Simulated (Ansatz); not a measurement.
Species, as SMILES: C[S] (CH3-S), doublet.
Atoms: C1, S2, H3, H4, H5. Bonds: C1-S2, C1-H3, C1-H4, C1-H5.

Basis-set convergence of the optimised C1-H3 bond length at MP2 with Ansatz (an electronic-structure program). The reference of a correlated method is not its basis-set limit, which lies further on. Cartesian d functions, on some or all atoms, in 6-31G*, 6-311G**, 6-311+G**; all else is spherical. Cores are frozen. Open shells are unrestricted. No added dispersion term, no relativity. Reference: the value in pcseg-3, 1.0889 Å, itself unsure by roughly 0.0017 Å (its mean distance from def2-QZVPP, cc-pV(Q+d)Z). Deviations are taken from unrounded values.

```tsv
basis	functions	optimised C1-H3 bond length (Å)	minus reference (Å)
STO-3G	17	1.1056	0.0167
6-31G	28	1.0977	0.0088
pcseg-0	28	1.0976	0.0087
6-31G*	40	1.0955	0.0066
6-311G**	63	1.0957	0.0069
6-311+G**	71	1.0959	0.0070
aug-pcseg-1	77	1.0976	0.0087
aug-cc-pV(D+d)Z	82	1.1045	0.0156
pcseg-2	106	1.0897	0.0008
def2-TZVPD	110	1.0946	0.0057
cc-pV(T+d)Z	111	1.0915	0.0026
def2-TZVPP	115	1.0913	0.0024
jun-cc-pV(T+d)Z	129	1.0919	0.0030
def2-TZVPPD	139	1.0917	0.0028
6-311++G(3df,3pd)	140	1.0916	0.0027
aug-pcseg-2	165	1.0902	0.0014
cc-pV(Q+d)Z	209	1.0906	0.0017
def2-QZVPP	217	1.0907	0.0018
```
